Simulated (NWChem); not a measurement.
System: C₂H₆OS cation, doublet; SMILES of the neutral closed-shell parent CS(C)=O

```xyz
10

C      0.7707     0.1975     1.4607
S     -0.1106    -0.3289     0.0000
C      0.7707     0.1975    -1.4607
O     -1.5117     0.1946     0.0000
H      0.1567    -0.1220     2.3158
H      1.7442    -0.3149     1.4673
H      0.8794     1.2925     1.4313
H      0.8794     1.2925    -1.4313
H      0.1567    -0.1220    -2.3158
H      1.7442    -0.3149    -1.4673
```
Atoms are numbered in this order, from 1.

Program: NWChem. Spin-unrestricted. In the optimisation the excess spin sits in a' (Cs, its own frame). Structure relaxed at the PBE0/def2-SVP, spin-unrestricted level. The spin multiplicity was typed, not searched, and may not be the lowest. No stability test was run on the SCF state. Fermi-contact couplings, non-relativistic, static geometry.

Question: What does the run give for CAM-B3LYP/IGLO-II? Quantities: A(iso) 33S atom 2 (MHz); A(iso) 13C atom 3 (MHz); A(iso) 17O atom 4 (MHz); A(iso) 1H atom 8 (MHz); A(iso) 1H atom 9 (MHz); A(iso) 1H atom 10 (MHz); <S²>.

Answer: 
```json
{
  "A(iso) 33S atom 2 (MHz)": "113",
  "A(iso) 13C atom 3 (MHz)": "18.6",
  "A(iso) 17O atom 4 (MHz)": "-18.4",
  "A(iso) 1H atom 8 (MHz)": "41.1",
  "A(iso) 1H atom 9 (MHz)": "-2.3",
  "A(iso) 1H atom 10 (MHz)": "-6.0",
  "<S²>": "0.758"
}
```
